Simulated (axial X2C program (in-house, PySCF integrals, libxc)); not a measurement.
# Potential curves of B₂, two-component

Calculated with an in-house relativistic program for diatomic molecules. Two-component (2c) means X2C with spin–orbit coupling and atomic mean-field two-electron Coulomb and Gaunt terms. Basis: B dyall-v3z [7s6p2d1f] (cores contracted in-house); Gaussian nuclei, density fitting, unrestricted open shells. Masses: B 11.009 u.

State: Ω = 2 (⟨Sz⟩ = 2.00, ⟨Lz⟩ = 0.00 at PBE0). Energies in cm⁻¹ from the lowest point of each curve. Fits are polynomials in 1 − R0/R over 0.85 to 1.23 times the lowest point R0.

| R (Å) | PBE0 | CCSD | MP2 |
| --- | --- | --- | --- |
| 1.3198 | 7246 |  | 7382 |
| 1.3805 | 3142 | 3291 | 3217 |
| 1.4260 | 1297 | 1392 | 1341 |
| 1.4715 | 301 | 347 | 320 |
| 1.5170 | 0 | 0 | 0 |
| 1.5701 | 357 | 306 | 337 |
| 1.6232 | 1319 | 1218 | 1277 |
| 1.6915 | 3228 | 3058 | 3148 |
| 1.7749 | 6281 |  | 6126 |
| 1.8962 | 11556 |  | 11208 |

Correlated methods: 6 electrons correlated (number of frozen shells: B 1 s), 154 virtual spin orbitals or spinors in MP2.

One determinant describes the state; a PBE0 search over occupations chose it and may have missed a lower one. Density functionals use the spin component along the axis (collinear). CCSD ran in a truncated set of natural virtual spinors with an MP2 remainder; without triples it tends to underbind. PBE0 can misorder states that lie within some tenths of an eV, so this need not be the ground state of the molecule. The nearest other 2c determinant of the search, Ω = 1, lies 0.60 eV up at the distance of the search. The spin of this state cannot come from the lowest atoms; the curve heads to a higher limit, and no De is given. With several unpaired electrons one determinant need not be a pure state. Open-shell Ω = 0 determinants with evenly filled partner blocks cannot be reached by this program, so the Ω shown need not be the lowest component. Coupled cluster ran on the points near the minimum only. MP2 and coupled cluster on one determinant become unreliable at the stretched end.

Problem. What are Re and ωe at the PBE0 level?

Solution. At PBE0, 2c: Re = 1.517 Å, ωe ≈ 1290 cm⁻¹; Be follows as 1.33 cm⁻¹.

Problem. What are Re and ωe at the CCSD level?

Solution. At CCSD, 2c: Re = 1.520 Å, ωe ≈ 1280 cm⁻¹; Be follows as 1.32 cm⁻¹.

Problem. Fit the MP2 curve near its minimum: give the equilibrium distance and the harmonic wavenumber.

Solution. At MP2, 2c: Re = 1.518 Å, ωe ≈ 1290 cm⁻¹; Be follows as 1.33 cm⁻¹.
